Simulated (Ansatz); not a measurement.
# SiS (singlet): from Hartree-Fock to the top rungs at distance Si1–S2 = 1.532 Å, cc-pVDZ

One table from this session's results is given with a row withheld; the runs are named, their logs left out.

Program: Ansatz 0.2.0, Gaussian basis. Level of theory: cc-pVDZ, core rule «outside noble gas», up to 10 orbitals frozen. These are calculated values, not measurements.

Plan: UHF; CCSD(T) on RHF; BCCD(T) on RHF; CISD; CCSDT(Q) on RHF; CCSDTQ on RHF; CASSCF and MRCISD+Q, 2 electrons in 2 orbitals; CASSCF and NEVPT2, 2 electrons in 2 orbitals.

19 further runs of the same task are left out: 2 for a known fault of the program, 14 that didn't finish, 3 set aside as unsound or not needed.

## The geometry

The geometry derives from a PBE0/def2-TZVP stationary point (not a proven minimum). One bond is set to the value named and the two fragments are kept rigid.

2 atoms, charge 0, spin multiplicity 1.

Atoms are counted from 1 here; the program's logs count them from 0.

Bond lengths: Si1–S2 1.532 Å.

Geometry (Å):

```xyz
2
SSi
Si    0.00000    0.00000    0.00000
S     0.00000    0.00000    1.53200
```

Set-up of the first run:

File in.yaml:

```yaml
crystal:
  periodic: [false, false, false]
  atoms:
    - {symbol: Si, position_ang: [0.000000, 0.000000, 0.000000]}
    - {symbol: S, position_ang: [0.000000, 0.000000, 1.532000]}
basis:
  gaussian: {orbitals: cc-pVDZ}
magnetization: {spin_polarized: true, initial_magnetization: 0}
hamiltonian: {xc: hf}
output: {orbitals: {seedname: orbitals}}
```

Launch:

```console
> ansatz run in.yaml --threads 1 --pin off --events-out ev --progress --plain --max-ram 2393MiB
```

Among the steps run: UHF; CCSD(T) on RHF; BCCD(T) on RHF; CISD; CCSDT(Q) on RHF; CCSDTQ on RHF; CASSCF and MRCISD+Q, 2 electrons in 2 orbitals; CASSCF and NEVPT2, 2 electrons in 2 orbitals.

One table of the session follows, with a row left open; its other results are not shown here.

```
       method  from RCCSDTQ (meV)
          RHF             +5984.6
         RMP2              +853.1
         CISD              +648.0
        RCCSD              +223.1
     RCCSD(T)               +32.8
      BCCD(T)               +32.3
       RCCSDT               +15.6
    RCCSDT(Q)                -0.2
      RCCSDTQ                   0
  CASSCF pair                   ?
  NEVPT2 pair              +934.0
  MRCISD pair              +578.5
MRCISD+Q pair               +70.8
```

Q: Estimate the row for CASSCF pair from the others.

**Answer.** from RCCSDTQ (meV): +5611.6. In the column «from RCCSDTQ (meV)» it lies between NEVPT2 pair (+934.0) and RHF (+5984.6).
